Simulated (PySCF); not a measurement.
C2H7N, SMILES CCN. Geometry optimised at B3LYP-D3(BJ)/def2-TZVP. One conformer was computed; it need not be the lowest.

Computed equilibrium geometry at B3LYP-D3(BJ)/def2-TZVP (PySCF confirms it by a frequency run) as Cartesian coordinates in Å (one conformer of several):
```xyz
10

C      1.1842     0.4487     0.0154
C      0.0469    -0.5533    -0.1092
N     -1.2466     0.1246     0.0060
H      2.1521    -0.0418    -0.1031
H      1.0908     1.2288    -0.7414
H      1.1738     0.9295     0.9975
H      0.1878    -1.3546     0.6317
H      0.0849    -1.0266    -1.0937
H     -2.0105    -0.5337    -0.0913
H     -1.3398     0.5532     0.9206
```
